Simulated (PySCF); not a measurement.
**Computed data sheet: 2,3-dimethyl-2-butene (`CC(C)=C(C)C`)**

2,3-dimethyl-2-butene, C6H12.
Atom-mapped SMILES: `[CH3:1][C:2]([CH3:3])=[C:4]([CH3:5])[CH3:6]` (hydrogens: H7, H8, H9 on C1; H10, H11, H12 on C3; H13, H14, H15 on C5; H16, H17, H18 on C6)

**GFN2-xTB geometry**

```yaml
Rotational_constants_A_B_C_of_the_GFN2-xTB_geometry: 4.414, 3.106, 1.910 GHz
```

**CAM-B3LYP/def2-SVPD ground state and vertical TDDFT (core frozen in the response) (PySCF)**

```yaml
Dipole_moment: 0.02 D
HOMO_energy: -7.56 eV
LUMO_energy: 1.30 eV
HOMO–LUMO_gap: 8.86 eV
Lowest_singlet_excitation: 6.00 eV (207 nm, f = 0.007)
Strongest_line_among_the_8_lowest_singlet_transitions: S2 at 6.92 eV (179 nm, f = 0.452)
Lowest_triplet_excitation_Tamm–Dancoff: 4.19 eV
Static_isotropic_polarisability: 74.5 au
Electronic_spatial_extent_⟨r²⟩_about_the_centre_of_nuclear_charge: 711 bohr²
```

PBE0/pcSseg-1 ground state and GIAO shieldings, non-relativistic (PySCF):

```yaml
Lowest_Hirshfeld_atomic_charge: -0.12 e on C1/C3/C5/C6
Highest_Hirshfeld_atomic_charge: +0.04 e on H7/H8/H9/H10/H11/H12/H13/H14/H15/H16/H17/H18
13C_chemical_shifts_computed_TMS_as_zero_by_class: 131.6 (C2/C4), 23.0 (C1/C3/C5/C6) ppm
1H_chemical_shifts_computed_TMS_as_zero_by_class: 1.75 (H7/H8/H9/H10/H11/H12/H13/H14/H15/H16/H17/H18) ppm
Mayer_bond_orders_between_heavy_atoms: C1–C2 1.10, C2–C3 1.11, C2–C4 1.81, C4–C5 1.11, C4–C6 1.09
```

**B3LYP/pcJ-1 indirect spin-spin coupling, non-relativistic, gas phase; spin–dipole term left out (PySCF)**

```yaml
Largest_of_the_computed_one-bond_spin–spin_couplings_means_over_like_bonds: 13C–1H +131.5 (C1–H7 and 11 like it), 13C–13C +84.0 (C2–C4), 13C–13C +44.2 (C1–C2 and 3 like it) Hz
```

Monoisotopic mass (most abundant isotopes): 84.0939 u.

The polarisability is 11.05 Å³ as a volume (1 au = 0.148185 Å³), or 1.55 au for each of the 48 electrons. With B = h/(8π²I), that is 505.379 GHz u Å² over I, the principal moments of inertia are 114.5, 162.7 and 264.6 u Å² (most abundant isotopes); the inertial defect Ic − Ia − Ib is -12.6 u Å² (zero for a rigid planar frame, negative otherwise). The largest Löwdin shares of the HOMO are 0.31 on C4, 0.31 on C2, 0.06 on C3 and 0.06 on C5. The principal polarisabilities are 57.7, 74.9 and 91.1 au; their mean is the isotropic value. In wavenumbers S1 is 48400 cm⁻¹ (1 eV = 8065.54 cm⁻¹). The vertical singlet–triplet gap S1 − T1 is 1.81 eV (TDDFT singlet less Tamm–Dancoff triplet). No computed singlet falls in the visible range (750 to 380 nm, 1.65 to 3.26 eV); S1 lies 2.74 eV above its blue end.

Geometry: GFN2-xTB; no solvent or vibrations. NMR classes are plain means over equivalent atoms (diastereotopic ones count apart unless rotation or inversion swaps them), as if these changed places fast; in this geometry the members of some classes differ.

For the NMR shielding job (PBE0/pcSseg-1), the run took 14 s wall on one thread of an Arm Neoverse V2, no GPU, on a shared host.
